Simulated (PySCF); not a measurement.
## Löwdin shares of the frontier orbitals

Acrylamide, C₃H₅NO.
Structure used (GFN2-xTB), in Å, numbered top down from 1:
```xyz
10
C3H5NO angstrom
C     -1.7394   -0.3082    0.3992
C     -0.5451   -0.4339   -0.1584
C      0.5635    0.4897    0.1949
N      1.7259    0.2401   -0.4623
O      0.4613    1.3938    0.9964
H     -1.9123    0.4745    1.1201
H     -2.5638   -0.9602    0.1654
H     -0.3292   -1.2041   -0.8861
H      1.8251   -0.5108   -1.1207
H      2.5229    0.8235   -0.2711
```

Level of theory: TDDFT CAM-B3LYP/def2-SVPD, vertical, gas phase, core orbitals frozen in the response in PySCF 2.14.0, density-fitted response routines.

Frontier orbitals with the atoms that hold most of them (Löwdin shares over 4%, at most four atoms; ? is withheld):

| orbital | ε (eV) | atoms |
| --- | --- | --- |
| HOMO-3 | -12.18 | C1 28%, C2 16%, O5 15%, H6 13% |
| HOMO-2 | -9.60 | C2 31%, C1 30%, N4 21%, C3 7% |
| HOMO-1 | -9.37 | ? |
| HOMO | -9.03 | O5 71%, C3 10%, C2 8%, N4 6% |
| LUMO | -0.04 | ? |
| LUMO+1 | 1.23 | H9 25%, C2 16%, H8 15%, N4 14% |
| LUMO+2 | 1.94 | C1 36%, H7 21%, H6 9%, H10 7% |

**Question.** Give the leading atoms of the LUMO.

**Answer.** C1 (bonded to C and 2 H) 30%; C2 (bonded to 2 C and H) 23%; C3 (bonded to C, N and O) 15%; O5 (bonded to C) 10%. By element: carbon 68%, oxygen 10%.

**Question.** Give the leading atoms of the HOMO-1.

**Answer.** O5 (bonded to C) 41%; N4 (bonded to C and 2 H) 29%; C3 (bonded to C, N and O) 11%; C2 (bonded to 2 C and H) 6%. By element: oxygen 41%, nitrogen 29%, carbon 17% or more.

**Question.** The HOMO–LUMO gap is 8.99 eV. Where does the response calculation put the lowest singlet, and from which orbitals?

**Answer.** S1 is at 4.84 eV (f = 0.0000), 4.15 eV below the gap, made of HOMO→LUMO (94%). Without the coupling terms of the response equations the lowest excitation would equal the gap.

**Question.** One configuration dominates each of S1, S2, S3 and S5. Which, and how do the shares of the two leading atoms of either orbital change from the occupied to the empty one?

**Answer.** 
- S1 (4.84 eV, f 0.0000), HOMO→LUMO (94%): O5 71% → 10%, C3 10% → 15%, C1 at most 5% → 30%, C2 8% → 23%
- S2 (6.30 eV, f 0.039), HOMO-1→LUMO (96%): O5 41% → 10%, N4 29% → at most 11%, C1 at most 7% → 30%, C2 6% → 23%
- S3 (6.74 eV, f 0.430), HOMO-2→LUMO (96%): C2 31% → 23%, C1 30% → 30%
- S5 (7.44 eV, f 0.048), HOMO→LUMO+1 (89%): O5 71% → at most 15%, C3 10% → at most 15%, H9 at most 5% → 25%, C2 8% → 16%

One conformer stands for the species.
